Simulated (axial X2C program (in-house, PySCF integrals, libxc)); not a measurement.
## Which molecule has these constants?

Computed with an in-house relativistic program for diatomic molecules, spin-free (one-electron X2C) or two-component (2c: spin–orbit coupling with atomic mean-field Coulomb and Gaunt terms, which also bring small scalar terms), in Dyall basis sets with cores contracted in-house; open shells are unrestricted.

A two-component PBE0 calculation in a Dyall 3-zeta basis gave Re = 2.155 Å, ωe = 468.9 cm⁻¹, De = 5.10 eV, dipole magnitude 1.67 D, Ω = 0.

Which molecule is it?
A. AlS
B. MgAl
C. AlSi
D. AlCl
E. NaAl

D. The others have AlSi 2.423 Å and 377.0 cm⁻¹ (Ω = 3/2); NaAl 3.144 Å and 190.5 cm⁻¹ (Ω = 0); AlS 2.040 Å and 613.1 cm⁻¹ (Ω = 1/2); MgAl 2.886 Å and 204.8 cm⁻¹ (Ω = 1/2).

Each entry is the lowest single determinant of a limited PBE0 search at one distance. De goes to single-determinant-based atoms at the same level (for ions the charge split of lowest energy) and is withheld (n/a) where an atom does not fit its ground term or J level. Main or longest-lived isotopes. One determinant is a doubtful description, or other states lie close, for AlSi, NaAl, MgAl; these need not be ground states, and all values refer to the states named. With several unpaired electrons the Ω given is that of one determinant, not necessarily of the lowest component. Some light 2c atoms are not at their ground J level, so De misses part of their lowering (0.04 eV or less). The functionals have no current term, which raises determinants with orbital currents. Where the atoms have a lower orbital projection than the molecule, De at mean-field level may be about a tenth of an eV too small.
